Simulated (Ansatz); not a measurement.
**NF₃ (singlet): wave-function methods side by side, cc-pVTZ**

One table from this session's results is given with a row withheld; the runs are named, their logs left out.

Computed with Ansatz 0.2.0, Gaussian basis. Level: cc-pVTZ, core rule «outside noble gas», up to 4 orbitals frozen.

Plan: UHF; CCSD(T) on RHF; BCCD(T) on RHF; CISD; CCSDT(Q) on RHF; CASSCF and NEVPT2, 20 electrons in 13 orbitals.

18 further runs of the same task are left out: 1 that didn't finish, 17 set aside as unsound or not needed.

**The system**

The geometry is an MP2(full)/6-31G* stationary point (not a proven minimum).

4 atoms, charge 0, spin multiplicity 1.

Atoms are counted from 1 here; the program's logs count them from 0.

Bond lengths: N1–F2 1.383 Å, N1–F3 1.383 Å, N1–F4 1.383 Å. Angles: F2–N1–F3 101.6°, F2–N1–F4 101.6°, F3–N1–F4 101.6°.

As a file:

```csv
atom,x (Å),y (Å),z (Å)
N1,0.0000,0.0000,0.4950
F2,0.0000,1.2382,-0.1216
F3,1.0723,-0.6191,-0.1216
F4,-1.0723,-0.6191,-0.1216
```

Set-up of the first run:

in.yaml reads:

```yaml
crystal:
  periodic: [false, false, false]
  atoms:
    - {symbol: N, position_ang: [0.000000, 0.000000, 0.494981]}
    - {symbol: F, position_ang: [0.000000, 1.238218, -0.121643]}
    - {symbol: F, position_ang: [1.072328, -0.619109, -0.121643]}
    - {symbol: F, position_ang: [-1.072328, -0.619109, -0.121643]}
basis:
  gaussian: {orbitals: cc-pVTZ}
magnetization: {spin_polarized: true, initial_magnetization: 0}
hamiltonian: {xc: hf}
output: {orbitals: {seedname: orbitals}}
```

Started as:

```console
> ansatz run in.yaml --threads 1 --pin off --events-out ev --progress --plain --max-ram 3956MiB --backend cpu
```

Among the steps run: UHF; CCSD(T) on RHF; BCCD(T) on RHF; CISD; CCSDT(Q) on RHF; CASSCF and NEVPT2, 20 electrons in 13 orbitals.

One table of the session follows, with a row left open; its other results are not shown here.

It belongs to the step «Misses and costs». 

| method | from RCCSDT(Q) (meV) |
| --- | --- |
| RHF | +27491.3 |
| RMP2 | +1082.6 |
| CISD | +4487.3 |
| RCCSD | +1057.6 |
| RCCSD(T) | +66.6 |
| BCCD(T) | ? |
| RCCSDT | +60.4 |
| RCCSDT(Q) | 0 |
| CASSCF valence | +23498.0 |
| NEVPT2 valence | +2138.4 |

**Question.** Estimate the row for BCCD(T).

**Answer.** from RCCSDT(Q) (meV): +50.8. In the column «from RCCSDT(Q) (meV)» it lies between RCCSDT(Q) (0) and RCCSDT (+60.4).

With the free atoms at the same levels and basis (separate runs), the atomisation energy is 8.313 eV at RCCSDT(Q), 8.277 eV at RCCSD(T), 1.492 eV at RHF.
